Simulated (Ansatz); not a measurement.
[SiH3···H···H], doublet: transfer scan

Starting geometry:

| atom | x (Å) | y (Å) | z (Å) |
| --- | --- | --- | --- |
| Si | -0.0857 | 0.0000 | 0.0000 |
| H | -0.5806 | 1.3997 | 0.0000 |
| H | -0.5806 | -0.6999 | 1.2122 |
| H | -0.5806 | -0.6999 | -1.2122 |
| H | 1.3989 | 0.0000 | 0.0000 |
| H | 2.7313 | 0.0000 | 0.0000 |

From there H5 is moved from one fragment to the other while all else, the fragments' distance too, stays fixed, so the hump isn't the reaction's barrier; atoms are numbered as listed. Energies are in kJ/mol, counted from the starting geometry at the same level. Kohn–Sham curves are unrestricted where that lies lower.

Basis cc-pVTZ; Ansatz 0.2.0. Correlated methods freeze the noble-gas cores. Prefix R: restricted or restricted open-shell reference; prefix U: unrestricted.

Full CI isn't at hand for all of this; UCCSDT(Q) serves as the reference, and is uncertain by about the last step of the cluster series.

```tsv
distance Si1-H5 (Å)	PBE
1.485	0.0
1.569	-6.1
1.736	-14.7
1.904	-34.2
2.072	-44.8
```

Q: Estimate the UCCSDT(Q) curve in cc-pVTZ from this one, knowing how PBE errs.

A: The computed UCCSDT(Q) values, in kJ/mol from the starting point, and the error of PBE against them:
```json
{"distance Si1-H5 (Å)": "1.485", "UCCSDT(Q)": "0.0", "PBE less UCCSDT(Q)": "0.0"}
{"distance Si1-H5 (Å)": "1.569", "UCCSDT(Q)": "0.2", "PBE less UCCSDT(Q)": "-6.3"}
{"distance Si1-H5 (Å)": "1.736", "UCCSDT(Q)": "1.2", "PBE less UCCSDT(Q)": "-15.9"}
{"distance Si1-H5 (Å)": "1.904", "UCCSDT(Q)": "-20.0", "PBE less UCCSDT(Q)": "-14.3"}
{"distance Si1-H5 (Å)": "2.072", "UCCSDT(Q)": "-41.1", "PBE less UCCSDT(Q)": "-3.7"}
```

The error spans 15.9 kJ/mol and is largest, -15.9 kJ/mol, at 1.736 Å.
